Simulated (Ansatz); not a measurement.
```yaml
crystal:
  periodic: [false, false, false]
  atoms:
    - {symbol: O, position_ang: [0.000000, 0.000000, -1.597345]}
    - {symbol: Ga, position_ang: [0.000000, 0.000000, 0.020649]}
    - {symbol: H, position_ang: [0.000000, 0.000000, 1.576695]}
basis:
  gaussian: {orbitals: def2-TZVP}
hamiltonian: {xc: pbe0}
relax: {f_tol: 0.004, max_steps: 80}
```

```sh
$ ansatz run in.yaml --threads 1 --pin off --events-out ev --progress --plain --max-ram 2176MiB
```

Steps of the relaxation (energy above the last step; positions in Å, forces in eV/Å):

```
3
step 1, 19.0 meV
O     0.000    0.000   -1.597    0.000    0.000   -1.026
Ga    0.000    0.000    0.021    0.000    0.000    1.533
H     0.000    0.000    1.577    0.000    0.000   -0.507
```

```
3
step 2, 1.8 meV
O     0.000    0.000   -1.596    0.000    0.000   -0.389
Ga    0.000    0.000    0.034    0.000    0.000    0.463
H     0.000    0.000    1.562    0.000    0.000   -0.075
```

```
3
step 3, 0.0 meV
O     0.000    0.000   -1.600    0.000    0.000   -0.025
Ga    0.000    0.000    0.038    0.000    0.000    0.018
H     0.000    0.000    1.562    0.000    0.000    0.006
```

```
3
step 4, 0.0 meV
O     0.000    0.000   -1.601    0.000    0.000    0.000
Ga    0.000    0.000    0.038    0.000    0.000    0.000
H     0.000    0.000    1.562    0.000    0.000    0.000
```

Close pairs at the end: Ga2–H3 1.524 Å, O1–Ga2 1.639 Å.

A stationary point of restricted PBE0 after 4 steps (its stability towards spin polarisation wasn't tested); no frequencies were run, so it isn't proven a minimum. 6 s on 1 thread of Arm Neoverse V2, shared host.
